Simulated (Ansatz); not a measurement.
```xyz
14

C     1.611   -0.900   -0.948
C     0.634    0.178   -0.509
C    -0.456   -0.350    0.421
Si   -1.675    0.961    0.980
H     1.095   -1.703   -1.482
H     2.381   -0.498   -1.612
H     2.114   -1.348   -0.086
H     0.173    0.633   -1.392
H     1.182    0.985   -0.009
H    -0.004   -0.802    1.312
H    -1.015   -1.153   -0.073
H    -0.970    2.049    1.713
H    -2.708    0.380    1.880
H    -2.362    1.568   -0.194
```

Charge 0, multiplicity 1.

Problem. List the ωB97M-V/def2-TZVPP orbital energies in eV (Ansatz 0.2.0). (Best estimate.)

Solution. The calculation gave: Occupied: -1806.57, -281.49, -281.13, -281.10, -147.68, -101.79, -101.79, -101.77, -24.81, -21.92, -19.25, -17.22, -15.67, -14.33, -13.63, -13.47, -12.17, -11.79, -11.54, -11.53, -10.72. Lowest empty: 2.20, 3.12, 3.19, 3.20, 3.44, 4.01, 4.04, 4.65.
